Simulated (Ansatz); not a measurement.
# F2O: the cost of one run

Computed with Ansatz 0.2.0, Gaussian basis. Level: the settings change from run to run.

## Step 1: The relaxed structure

The structure was relaxed beforehand with PBE0-D4 in a triple-zeta def2 set.

SMILES `FOF`, 3 atoms, charge 0, spin multiplicity 1.

Atoms are counted from 1 here; the program's logs count them from 0.

Bond lengths: F1–O2 1.381 Å, O2–F3 1.381 Å. Angles: F1–O2–F3 103.9°.

## Step 2: CCSDT/def2-SVP

This run has charge +1, multiplicity 2, restricted open-shell orbitals, correlated electrons set to outside_noble_gas, high accuracy.

The input, in.yaml:

```yaml
crystal:
  periodic: [false, false, false]
  atoms:
    - {symbol: F, position_ang: [-0.000000, 1.087380, -0.260840]}
    - {symbol: O, position_ang: [0.000000, 0.000000, 0.590112]}
    - {symbol: F, position_ang: [-0.000000, -1.087380, -0.260840]}
basis:
  gaussian: {orbitals: def2-SVP}
total_charge: 1
magnetization: {spin_polarized: false, initial_magnetization: 1}
hamiltonian: {xc: {name: HF}}
correlation: {method: ccsdt, electrons: outside_noble_gas}
accuracy: high
```

Started as:

```sh
ansatz run in.yaml --threads 2 --pin off --events-out ev --progress --plain --max-ram 32768MiB --backend cpu
```

**Question.** How long does this run take on 2 threads of AMD EPYC 7R13, shared host, and how much memory does it need?

About 42 s, with a peak of 0.69 GiB.
